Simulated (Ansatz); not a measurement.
Two shapes of singlet C3H4.

Shape 1:

```xyz
7

C     0.0041   -0.0461   -0.8360
C     0.0048    0.6182    0.5376
C    -0.0233   -0.6352    0.5402
H     0.9177   -0.0452   -1.4851
H    -0.9363    0.0011   -1.5106
H    -0.0119    1.5460    1.0202
H     0.0123   -1.5700    0.9971
```

Shape 2:

```xyz
7

C     0.0000    0.0000   -0.9234
C     0.0000    0.7002    0.5378
C     0.0000   -0.7002    0.5378
H     0.9922    0.0000   -1.5809
H    -0.9922    0.0000   -1.5809
H     0.0000    1.7169    1.1247
H     0.0000   -1.7169    1.1247
```

Basis set: cc-pVDZ (spherical functions). Frozen core: 3 orbitals. Charge 0, multiplicity 1.

Computed with Ansatz (development build ahead of 0.2.0); each method stands on the lowest determinant of its kind that the runs found.

Task: Which shape is lower in energy, and by how much in each method?

Result:

```csv
method,E(2) − E(1) (eV)
RHF,1.200
RHF-MP2,0.543
```

Shape 1 is lower. Caution: no unrestricted run beside it, a lower state can exist.
